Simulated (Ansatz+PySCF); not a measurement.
Results of a calculation; reference values are marked as such.
Several solutions for doublet H4O2(+) in separate pieces

```
atom    x (Å)    y (Å)    z (Å)
   O   0.0000   0.0000  -0.1197
   H   0.0000   0.7542   0.4787
   H   0.0000  -0.7542   0.4787
   O  30.0512   0.0604   0.0897
   H  30.1376  -0.8730  -0.1296
   H  29.4529   0.3902  -0.5885
```

Basis set: STO-3G (spherical functions). Charge 1, multiplicity 2.

ROHF was run from several starts with Ansatz (development build ahead of 0.2.0) and PySCF 2.14.0.

```
run  program                                 start  converged  energy (hartree)  <S²>
  A    PySCF      guess 1e, instabilities followed        yes        -149.61897  0.75
  B    PySCF  guess huckel, instabilities followed        yes        -149.61897  0.75
  C    PySCF   guess minao, instabilities followed        yes        -149.61888  0.75
  D   Ansatz           search for the lowest state        yes        -149.61897  0.75
  E   Ansatz               atomic start, no search        yes        -149.61888  0.75
  F    PySCF    guess atom, instabilities followed        yes        -149.61888  0.75
  G   Ansatz               stability test followed        yes        -149.61888  0.75
  H    PySCF                      program defaults         no                 –     –
```

Problem. Which runs reached the lowest solution of this kind, and what is wrong with the others?

Solution. A, B, C, D, E, F, G reached the lowest solution found or ended within 0.01 eV of it (a small difference can mark another solution nearby). Not converged: H.
